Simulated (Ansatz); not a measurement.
## One arrangement of a pair

The pair of Cl2 (SMILES ClCl, atoms 1–2) and Cl2 (SMILES ClCl, atoms 3–4), both closed shells, in one local arrangement (a lower one may exist), relaxed at PBE0-D4/def2-TZVP:

```json
{"atom": "Cl1", "x (Å)": "0.0926", "y (Å)": "0.3119", "z (Å)": "-1.2368"}
{"atom": "Cl2", "x (Å)": "-0.0540", "y (Å)": "-0.0829", "z (Å)": "-3.1785"}
{"atom": "Cl3", "x (Å)": "-0.3194", "y (Å)": "-1.0296", "z (Å)": "2.4400"}
{"atom": "Cl4", "x (Å)": "0.2807", "y (Å)": "0.8006", "z (Å)": "1.9753"}
```

Ansatz 0.2.0; basis: def2-TZVPPD, with def2-QZVPPD for the basis limit; cores frozen in the correlated methods. Extrapolation: Hartree–Fock as exp(−7.88 √X), correlation as X^−2.97. Interaction energies count from these two fragments, frozen as in the pair, with the counterpoise correction; negative means bound.

What is the interaction energy by CCSD(T) at an estimated basis limit (MP2 extrapolated from triple and quadruple zeta, plus CCSD(T) − MP2 in triple zeta)? (To be estimated.)

The calculation gives: -5.5 kJ/mol. Hartree–Fock alone gives 4.5 kJ/mol at the basis limit, so without correlation the pair would not bind at this distance. Plain CCSD(T) in triple zeta gives -3.1 kJ/mol; the step to the limit is large here, so the limit is uncertain. It counts from the two fragments frozen as in the pair.

Which atoms make the shortest contact between the fragments?

Cl1 and Cl4, 3.25 Å apart.

Basis-set superposition shift (counterpoise-corrected less uncorrected): CCSD(T) 3.1; MP2 3.0; HF 0.9; PBE0-D4 0.9; wB97M-V 0.6 kJ/mol.

No T1 diagnostic of these runs exceeds 0.009.

For scale, one of the runs: CCSD(T)/def2-TZVPPD, 204 basis functions, launched by `ansatz run in.yaml --threads 4 --pin off --events-out ev --progress --plain --max-ram 9574MiB`. Hardware: 4 CPU threads of an Arm Neoverse V2, shared host. Wall time 48 s; peak host memory 2.3 GiB.
